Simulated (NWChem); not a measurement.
Molecule: methanethiol (CH4S); SMILES SC

Program: NWChem. Pople sets run with spherical d functions. All runs use the structure optimised with PBE0/def2-SVP. Ions are spin-unrestricted doublets at the neutral geometry; other ion states weren't tried. Functional: LC-ωPBE (HJS hole) with 6-31G*; rows give the range parameter ω in 1/bohr.

For range parameter (1/bohr) 0.50:

* **vertical ionisation energy, ΔSCF (eV)**: 9.52
* **−ε(HOMO) (eV)**: 9.93

Problem. How do the values read with range parameter (1/bohr) 0.05 instead?

Solution. 
- vertical ionisation energy, ΔSCF (eV): 9.26
- −ε(HOMO) (eV): 6.15
